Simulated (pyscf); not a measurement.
PySCF, gas phase, ωB97X-D3(BJ)/def2-SVP geometries. MP2 and CC: frozen core, UHF for open shells. ΔMP2 is the change of the MP2 total energy from the triple- to the quadruple-zeta basis.

Q: For H₃C–CH₂–BH–NH₂ -> H₂B–NH₂ + H₂C=CH₂, an elimination (singlet surface; B–C, C–H broken, B–H formed), PBE/def2-TZVP gives ΔE‡ = 47.7 kcal/mol and ΔE = +34.6 kcal/mol (zero: the reactant's lowest minimum found). In which direction and how far do PBE0-D3(BJ)/def2-TZVP, M06-2X/def2-TZVP, CCSD(T)/def2-TZVPP + ΔMP2(QZVPP) move these?

A: PBE0-D3(BJ): ΔE‡ = 51.3 kcal/mol, ΔE = +38.9 kcal/mol; M06-2X: ΔE‡ = 52.2 kcal/mol, ΔE = +35.4 kcal/mol; CCSD(T): ΔE‡ = 53.9 kcal/mol, ΔE = +34.0 kcal/mol. PBE's barrier lies under all of them, by 3.5 to 6.2 kcal/mol. Its reaction energy lies among theirs. At the saddle there is also a short B–C contact that neither side keeps. H₃C–CH₂–BH–NH₂ lies 12.3 kcal/mol over its isomer H₃C–B(CH₃)–NH₂, and others may lie lower still (electronic energy, ωB97M-D3(BJ)). This is the saddle that the search found; another between the same sides may lie lower. The CCSD(T) − MP2 part came from Ansatz, without density fitting, on the same reference.
